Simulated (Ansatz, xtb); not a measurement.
C5H5F: 3 structures ranked

3 gas-phase structures of C5H5F, from a drawn sample of its isomers (lower ones may exist). Each was relaxed with GFN2-xTB; where two conformers were screened, the lower at r2SCAN-D4/def2-SVP is listed:

A. `C#C[C@@H](F)C=C`, a singlet
B. `C=CC#CCF`, a singlet
C. `C=CCC#CF`, a singlet

Question: Make a reasoned guess at their ranking by r2SCAN-D4/def2-SVP single-point energy.

Answer: Calculated order at r2SCAN-D4/def2-SVP: B (0.0), A (7.1), C (16.1) kcal/mol.

Energies above the lowest of each column, in kcal/mol; the last columns are at PBE0-D3(BJ)/def2-SVP geometries:

```
structure  GFN2-xTB  HF/STO-3G  r2SCAN-D4/def2-SVP  PBE0-D3(BJ)/def2-SVP  CCSD(T)/def2-SVP + ΔMP2/def2-TZVPP
        B       0.0        0.0                 0.0                   0.0                                 0.0
        A       8.4        7.3                 7.1                   7.0                                 4.5
        C       7.9        4.9                16.1                  14.5                                17.8
```

Every level run on B puts it lowest or level with the lowest. Flexible structures stand in one conformer each, not always the lowest. ΔMP2 is the change of the MP2 energy from the smaller to the larger basis.

Programs: Ansatz 0.2.0, xtb 6.7.1.
